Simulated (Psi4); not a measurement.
Pair of molecules, SMILES CN with SMILES CN (the first has 7 atoms); geometry from S66by8 set.
(charge 0, multiplicity 1):
```xyz
14

N     -1.4491     0.2189    -0.6329
H     -0.6205    -0.3659    -0.6832
H     -2.1109    -0.1707    -1.2911
C     -2.0091     0.1394     0.7145
H     -2.9032     0.7573     0.7757
H     -2.2732    -0.8678     1.0520
H     -1.2907     0.5467     1.4236
N      1.6201    -0.7124    -0.4775
H      1.9164    -0.4379    -1.4055
H      2.2437    -1.4601    -0.2023
C      1.7804     0.4228     0.4362
H      1.5102     0.1081     1.4418
H      2.7878     0.8446     0.4731
H      1.0878     1.2086     0.1435
```

These are SAPT0/jun-cc-pV(D+d)Z run with Psi4 values and carry that method's errors.

### Question
Give the four SAPT terms and the total, and say what mostly holds the pair together.

### Answer
electrostatics -23.5, exchange 24.1, induction -5.7, dispersion -9.8, total -14.8 kJ/mol; the largest attraction is electrostatics.
